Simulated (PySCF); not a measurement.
Simulated C 1s region for `CCC1CC1`, binding energy against the vacuum level.

Every computed line was given a Gaussian of 0.8 eV full width at half maximum and an area set by the number of equivalent atoms; the highest printed point is 100. Computed with delta-SCF UKS SCAN, pcX-2 on the ionised atom, pcseg-1 elsewhere, spin-free X2C in PySCF.

binding energy (eV), intensity and a bar:
```
    289.3          0 
    289.4          1 
    289.5          2 #
    289.6          5 #
    289.7          9 ###
    289.8         17 #####
    289.9         28 ########
    290.0         42 #############
    290.1         60 ##################
    290.2         77 #######################
    290.3         92 ###########################
    290.4        100 ##############################
    290.5        100 ##############################
    290.6         92 ############################
    290.7         78 #######################
    290.8         61 ##################
    290.9         43 #############
    291.0         28 ########
    291.1         17 #####
    291.2          9 ###
    291.3          5 #
    291.4          2 #
    291.5          1 
    291.6          0 
    291.7          0
```

**Question.** Count the maxima, the lines and the sites behind this envelope.

**Answer.** The curve has 1 maximum (at 290.4 eV). Under it lie 4 lines from 4 inequivalent carbon sites. At this width some lines have no maximum of their own.

**Question.** Decompose the envelope and assign each component. Numbering: `[CH3:1][CH2:2][CH:3]1[CH2:4][CH2:5]1`.

**Answer.** 
```json
{"position (eV)": "290.41", "relative area": "2", "line": "C 1s", "atoms": "C4/C5", "environment": "three-membered-ring carbon"}
{"position (eV)": "290.45", "relative area": "1", "line": "C 1s", "atoms": "C3", "environment": "three-membered-ring carbon"}
{"position (eV)": "290.45", "relative area": "1", "line": "C 1s", "atoms": "C1", "environment": "methyl carbon"}
{"position (eV)": "290.55", "relative area": "1", "line": "C 1s", "atoms": "C2", "environment": "chain CH2 carbon"}
```

**Question.** What are the centre and the root-mean-square width of the whole band?

**Answer.** The area-weighted mean of the lines is 290.45 eV. Their own spread about it is 0.05 eV (rms) and each Gaussian has σ = 0.8/2.355 = 0.34 eV; the variances add, which gives 0.34 eV.

The 4 C 1s values lie within 0.14 eV of each other; Gaussian lines of 0.5 eV full width would blend them into one maximum.

No satellites, vibrations or lifetime broadening are included. Topologically equivalent atoms share the value of their first member; where this conformer doesn't relate them by symmetry, their own values could differ. One conformer (not necessarily the lowest) at the PBE0-D3(BJ)/def2-SVP geometry, without solvent, vibrations or thermal averaging.

The values belong to the conformer `[CH3:1][CH2:2][CH:3]1[CH2:4][CH2:5]1`: C1–C2–C3–C4 -82°.
